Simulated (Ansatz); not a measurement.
**What a trial cell of IrOs relaxes into**

These are results of Ansatz 0.2.0, DFT r2SCAN, scalar-relativistic, plane waves, PAW, not measurements. Cutoff 500 eV, Γ-centred k mesh, Gaussian smearing, no spin polarisation in the final step.

IrOs was placed on the caesium chloride structure type (Pm-3m, No. 221), with Ir in place of Cs, Os in place of Cl, at a guessed volume.

```
CELL_PARAMETERS angstrom
3.06653 0.00000 0.00000
0.00000 3.06653 0.00000
0.00000 0.00000 3.06653
ATOMIC_POSITIONS crystal
Os 0.50000 0.50000 0.50000
Ir 0.00000 0.00000 0.00000
```

Cell and atoms relax at zero pressure; the relaxation can't lower the symmetry of the start. After a coarse first stage the cell is made exact in the group found at 0.06 Å.

Energies over the elements count from the elements' standard structures at the same level, with no empirical corrections.

Task: What does it relax into?

Result: It keeps Pm-3m (No. 221). The result still has the caesium chloride structure. Conventional cell: a = 3.080 Å. Os is coordinated by 8 Ir at 2.67 Å and 6 Os at 3.08 Å; around Ir lie 8 Os at 2.67 Å and 6 Ir at 3.08 Å.

```xyz
2
Lattice="3.0798 0.0000 0.0000 0.0000 3.0798 0.0000 0.0000 0.0000 3.0798" Properties=species:S:1:pos:R:3 pbc="T T T"
Os    1.5399    1.5399    1.5399
Ir    0.0000    0.0000    0.0000
```

Task: What are its volume, energy, density and gap?

Result: The volume per atom is 14.61 Å³, the density is 21.74 g/cm³ and the energy over the elements is 0.86 eV/atom. The gap on the 18×18×18 mesh is 0 eV (a metal).

The final run used a 18×18×18 mesh on its 2-atom cell and 0.10 eV smearing. For metals, differences of a few meV/atom aren't resolved. Spin–orbit coupling is left out. Symmetry constrained the relaxation, so the result can be a saddle point. The steps took roughly 70 core-seconds in all.

Cost: 3 runs of about 1.2 core-minutes in all, on Arm Neoverse V2 (shared hosts).